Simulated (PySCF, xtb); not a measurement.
Bonds broken one at a time in the series C Cl-H. All species are isolated molecules in the gas phase. Strings in code marks are SMILES.

Quantity: homolytic bond dissociation enthalpy at 298 K (no spin–orbit term), in kcal/mol. Enthalpy corrections at 298 K come from GFN2-xTB frequencies (xtb).

Level 1: TPSSh-D3(BJ)/def2-TZVP // PBE0-D3(BJ)/def2-TZVP (PySCF)
Level 2: B3LYP/LANL2DZ // PBE0-D3(BJ)/def2-TZVP (PySCF)
Level 3: PBE/6-31G* // PBE0-D3(BJ)/def2-TZVP (PySCF)
Level 4: HF/STO-3G // PBE0-D3(BJ)/def2-TZVP (PySCF)

```tsv
species	level 2	level 3	level 4
Cl–C bond of `ClCCl`, giving `[CH2]Cl` and `[Cl]`	64.5	81.1	55.7
Cl–C bond of `ClC(Cl)(Cl)Cl`, giving `Cl[C](Cl)Cl` and `[Cl]`	55.2	66.3	40.4
Cl–C bond of `ClC(Cl)Cl`, giving `Cl[CH]Cl` and `[Cl]`	60.9	74.1	48.5
```

**Question.** What does level 1 give for each?

**Answer.** 
- Cl–C bond of `ClCCl`, giving `[CH2]Cl` and `[Cl]`: 76.8
- Cl–C bond of `ClC(Cl)(Cl)Cl`, giving `Cl[C](Cl)Cl` and `[Cl]`: 63.7
- Cl–C bond of `ClC(Cl)Cl`, giving `Cl[CH]Cl` and `[Cl]`: 71.0
